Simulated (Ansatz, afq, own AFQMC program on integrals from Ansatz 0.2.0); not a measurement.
## H$_{2}$O + BH2, doublet: a scan with AFQMC

```xyz
6

O    -1.0675   -0.0303    0.0000
H    -1.3168    0.8963    0.0000
H    -0.1080   -0.0303    0.0000
B     1.3635   -0.0303    0.0000
H     1.8726   -0.0303    1.0770
H     1.8726   -0.0303   -1.0770
```

A hydrogen atom is moved from one rigid fragment to the other; the O1–H3 distance tells how far. The two fragments are held close together, so this isn't a minimum-energy path and the start is a compressed complex. Energies in kcal/mol count from this geometry (0.960 Å) at the same level; the start stands on UHF, each point on the determinant named.

Basis cc-pVTZ. Noble-gas cores (and the filled d shells of Ga–Kr and In–Xe) are frozen. AFQMC by an in-house program on the Cholesky factors that Ansatz 0.2.0 writes for its CCSD(T) run. ph-AFQMC/CISD is guided by a CISD state made of CCSD amplitudes; releasing the constraint for a short imaginary time cuts its bias at the price of noise, slowly where states lie close. ± is one standard error of the sampling.

Cautions, each for one point or more: the ph-AFQMC/CISD walk drifts between its halves.

| r(O1–H3) / Å | det. | T1 | weight | ⟨S²⟩ | CCSD(T) | ph-AFQMC/CISD | PBE0 | PBE |
| --- | --- | --- | --- | --- | --- | --- | --- | --- |
| 1.046 | UHF | 0.013 | 0.89 | 0.77 | 0.6 | 0.2 ± 0.2 | -0.2 | -1.4 |
| 1.089 | UHF | 0.014 | 0.89 | 0.77 | 2.0 | 1.8 ± 0.2 | 0.8 | -0.7 |
| 1.132 | UHF | 0.016 | 0.88 | 0.77 | 3.7 | 3.5 ± 0.2 | 2.2 | 0.4 |
| 1.175 | UHF | 0.018 | 0.88 | 0.78 | 5.5 | 5.3 ± 0.2 | 3.8 | 2.0 |
| 1.261 | UHF | 0.022 | 0.88 | 0.77 | 9.5 | 9.3 ± 0.2 | 7.9 | 6.3 |

Weight is that of the determinant in the CISD state; at the start T1 is 0.013 and the weight 0.89, and ⟨S²⟩ is 0.76. Largest departures from phaseless AFQMC with a CISD trial: CCSD(T) 0.4 kcal/mol at 1.046 (on UHF), PBE0 -1.4 kcal/mol at 1.175, PBE -3.3 kcal/mol at 1.175. The walk's constraint bias lies outside its error bars, so these are departures and not errors. Functionals count only at points shown to share the start's state and spin.

Some points may be missing: those where a free walk finds a much lower state, and past Zn most of those on another determinant than at the start.

A walk keeps the symmetry of its determinant, which the program's search chose and which needn't be the lowest solution, so a lower state of the same spin and another symmetry isn't excluded.
